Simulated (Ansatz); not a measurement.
**[H···H···Br], doublet: transfer scan**

Starting geometry:

| atom | x (Å) | y (Å) | z (Å) |
| --- | --- | --- | --- |
| H | 0.0000 | 0.0000 | -1.1120 |
| H | 0.0000 | 0.0000 | -0.3670 |
| Br | 0.0000 | 0.0000 | 1.4790 |

From there H2 is moved from one fragment to the other while all else, the fragments' distance too, stays fixed; atoms are numbered as listed. Energies are in kJ/mol, counted from the starting geometry at the same level. Kohn–Sham curves are unrestricted where that lies lower.

Basis 6-31G (Cartesian d functions); Ansatz 0.2.0. Correlated methods freeze the noble-gas cores and the filled d shells of p-block atoms. No spin–orbit coupling is included, and no scalar relativity.

Full CI is exact within this basis and frozen core; it isn't the basis-set limit.

```json
{"distance H1-H2 (Å)": "0.693", "PBE0": "6.0"}
{"distance H1-H2 (Å)": "0.745", "PBE0": "0.0"}
{"distance H1-H2 (Å)": "0.790", "PBE0": "1.5"}
{"distance H1-H2 (Å)": "0.835", "PBE0": "7.0"}
{"distance H1-H2 (Å)": "0.880", "PBE0": "14.8"}
{"distance H1-H2 (Å)": "0.926", "PBE0": "23.8"}
{"distance H1-H2 (Å)": "0.971", "PBE0": "32.8"}
{"distance H1-H2 (Å)": "1.016", "PBE0": "41.4"}
{"distance H1-H2 (Å)": "1.061", "PBE0": "49.8"}
```

Problem. Estimate the full CI curve in 6-31G from this one, knowing how PBE0 errs.

Solution. The computed full CI values, in kJ/mol from the starting point, and the error of PBE0 against them:
```
distance H1-H2 (Å)  full CI  PBE0 less full CI
             0.693      1.4                4.6
             0.745      0.0                0.0
             0.790      5.6               -4.1
             0.835     15.1               -8.2
             0.880     26.7              -11.9
             0.926     38.9              -15.1
             0.971     50.2              -17.5
             1.016     60.3              -18.8
             1.061     68.9              -19.1
```

The error spans 23.8 kJ/mol and is largest, -19.1 kJ/mol, at 1.061 Å.

In so small a basis the reference is far from its limit while semilocal and hybrid functionals are nearer theirs, so the functionals' errors here hold much of the reference's basis and frozen-core error, which can add to them or hide them.
